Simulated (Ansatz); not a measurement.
```yaml
crystal:
  periodic: [false, false, false]
  atoms:
    - {symbol: Ga, position_ang: [-0.748012, -1.232826, -0.012686]}
    - {symbol: Ge, position_ang: [0.485328, 1.272737, 0.013273]}
    - {symbol: N, position_ang: [1.059528, -0.415361, -0.005079]}
    - {symbol: H, position_ang: [2.042742, -0.672111, -0.008419]}
basis:
  gaussian: {orbitals: def2-TZVP}
magnetization: {spin_polarized: true, initial_magnetization: 1}
hamiltonian: {xc: pbe0}
relax: {f_tol: 0.004, max_steps: 80}
```

```sh
$ ansatz run in.yaml --threads 1 --pin off --events-out ev --progress --plain --max-ram 2176MiB
```

Steps of the relaxation (energy above the last step; positions in Å, forces in eV/Å):

```
4
step 1, 19.8 meV
Ga   -0.748   -1.233   -0.013    0.189   -0.075   -0.001
Ge    0.485    1.273    0.013   -0.053    0.411    0.004
N     1.060   -0.415   -0.005   -0.007   -0.223   -0.002
H     2.043   -0.672   -0.008   -0.129   -0.113   -0.001
```

```
4
step 2, 8.1 meV
Ga   -0.735   -1.254   -0.013    0.169   -0.014    0.000
Ge    0.498    1.297    0.014   -0.019    0.180    0.002
N     1.050   -0.407   -0.005   -0.090   -0.079   -0.001
H     2.027   -0.683   -0.009   -0.059   -0.087   -0.001
```

```
4
step 3, 2.0 meV
Ga   -0.695   -1.278   -0.013   -0.190   -0.121   -0.001
Ge    0.514    1.330    0.014    0.007    0.052    0.001
N     1.027   -0.394   -0.005    0.199    0.065    0.001
H     1.992   -0.706   -0.009   -0.017    0.004    0.000
```

```
4
step 7, 0.0 meV
Ga   -0.704   -1.287   -0.013    0.000    0.000    0.000
Ge    0.518    1.334    0.014    0.000    0.000    0.000
N     1.031   -0.389   -0.005    0.000    0.000    0.001
H     1.994   -0.706   -0.009    0.000    0.000    0.000
```

Close pairs at the end: N3–H4 1.014 Å, Ge2–N3 1.798 Å, Ga1–N3 1.953 Å, Ga1–Ge2 2.892 Å.

A stationary point of unrestricted PBE0 after 7 steps, with ⟨S²⟩ = 0.756 against 0.75 for a pure state; no frequencies were run, so it isn't proven a minimum. 55 s on 1 thread of Intel Xeon Platinum 8488C, shared host.
